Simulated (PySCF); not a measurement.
Compound: C3H3 (charge -1).
SMILES with atom numbers: `[C-:1]#[C:2][CH3:3]`

Geometry (PBE0-D3(BJ)/def2-SVP, Å), atoms numbered from 1 in this order:
```
atom  x, y, z in Å
C1     2.2380    0.0046    0.0129
C2     0.9881    0.0037    0.0001
C3    -0.4739   -0.0001   -0.0114
H4    -0.9077   -0.7274   -0.7321
H5    -0.9222   -0.2596    0.9725
H6    -0.9160    0.9828   -0.2851
```

Computed with PySCF, delta-SCF UKS SCAN, pcX-2 on the ionised atom, pcseg-1 elsewhere, spin-free X2C. Each 1s hole has a ground state of its own, since the core basis sits on the ionised atom alone.

```csv
ionised atom,basis functions,E(ground) (Eh),E(ionised) (Eh)
C1,88,-116.00583,-105.63566
C2,88,-116.00959,-105.61708
C3,88,-116.00180,-105.47856
```

Q: What are the 1s binding energies?

A: E(ionised) − E(ground), at 27.2114 eV a hartree:

```csv
atom,environment,difference (Eh),binding energy (eV)
C1,carbon bonded to C,10.37017,282.19
C2,carbon bonded to 2 C,10.39251,282.79
C3,propargylic carbon,10.52324,286.35
```

Q: How much do the ground-state energies differ, and what would follow from using one of them for all holes?

A: They run from -116.0096 Eh (core basis on C2) to -116.0018 Eh (on C3), 0.0078 Eh or 0.21 eV apart, for one and the same state in different bases and grids. Pairing the ion of C3 with the ground state of C2 would put its binding energy 0.21 eV too high.

Only 1s holes are shown. The unrestricted hole states depart most from a pure doublet (⟨S²⟩ = 0.75; over 0.85 named) for C 1s of C1 (0.90), which makes this value less certain. The species carries charge -1, so core ionisation leaves a neutral species. The basis sets have no added diffuse functions. Isolated species at its PBE0-D3(BJ)/def2-SVP geometry, gas phase. The geometry's basis has no diffuse functions, a weakness for an anion.
